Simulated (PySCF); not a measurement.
Simulated absorption spectrum

Compound: C4H10NO (charge +1).
InChI=1S/C4H9NO/c1-6-4-2-3-5-4/h4-5H,2-3H2,1H3/p+1/t4-/m0/s1

Theory: TDDFT PBE0/def2-SVPD, vertical, gas phase, core orbitals frozen in the response (PySCF). The structure is a single GFN2-xTB conformer in the gas phase; no vibrational or solvent corrections. Torsions of this conformer, `[CH3:1][O:2][C@H:3]1[CH2:4][CH2:5][NH2+:6]1`: C1–O2–C3–C4 164°.

Computed states:

| state | E (eV) | f |
| --- | --- | --- |
| S1 | 7.65 | 0.022 |
| S2 | 8.31 | 0.039 |
| S3 | 8.48 | 0.022 |
| S4 | 8.54 | 0.021 |
| S5 | 8.85 | 0.019 |
| S6 | 9.14 | 0.015 |

Broadening: Gaussians 0.4 eV wide at half height, area fixed by f = 4.319×10⁻⁹ ∫ε dν̃. The width is an assumption, not a result. The curve ends short of the highest state used, and states not computed would add to its high-energy end.

Question: Give the broadened spectrum and its maxima.

Answer: 
| λ (nm) | ε (L mol⁻¹ cm⁻¹) |
| --- | --- |
| 145.2 | 4154 |
| 145.8 | 4429 |
| 146.3 | 4596 |
| 146.9 | 4707 |
| 147.4 | 4717 |
| 148.0 | 4625 |
| 148.6 | 4427 |
| 149.1 | 4189 |
| 149.7 | 3831 |
| 150.2 | 3487 |
| 150.8 | 3043 |
| 151.4 | 2588 |
| 151.9 | 2218 |
| 152.5 | 1804 |
| 153.0 | 1497 |
| 153.6 | 1182 |
| 154.1 | 971 |
| 154.7 | 782 |
| 155.3 | 662 |
| 155.8 | 612 |
| 156.4 | 606 |
| 156.9 | 641 |
| 157.5 | 721 |
| 158.0 | 812 |
| 158.6 | 941 |
| 159.2 | 1077 |
| 159.7 | 1188 |
| 160.3 | 1306 |
| 160.8 | 1385 |
| 161.4 | 1449 |
| 162.0 | 1475 |
| 162.5 | 1466 |
| 163.1 | 1419 |
| 163.6 | 1354 |
| 164.2 | 1249 |
| 164.7 | 1145 |
| 165.3 | 1008 |
| 165.9 | 866 |
| 166.4 | 749 |
| 167.0 | 616 |
| 167.5 | 514 |
| 168.1 | 405 |
| 168.6 | 327 |
| 169.2 | 247 |
| 169.8 | 183 |
| 170.3 | 141 |
| 170.9 | 100 |
| 171.4 | 75 |
| 172.0 | 51 |
| 172.6 | 35 |
| 173.1 | 25 |
| 173.7 | 16 |
| 174.2 | 11 |
| 174.8 | 7 |
| 175.3 | 5 |
| 175.9 | 3 |

Maxima: 162 nm (7.65 eV), ε about 1500, made up of S1 (100%); 147 nm (8.42 eV), ε about 4700, made up of S2 (44%), S3 (30%) and S4 (24%) (ε in L mol⁻¹ cm⁻¹; maxima over ε = 5, shares over 10%).

Question: What would ε be at 8.42 eV, the highest of these maxima, with half the width (0.2 eV)?

Answer: About 5640 L mol⁻¹ cm⁻¹ against 4720, a factor of about 1.2; a lone state at its own centre would give exactly 2.

Question: Coming from long wavelengths, where does ε first pass 100 L mol⁻¹ cm⁻¹?

Answer: At about 171 nm (7.26 eV), 0.39 eV below S1.
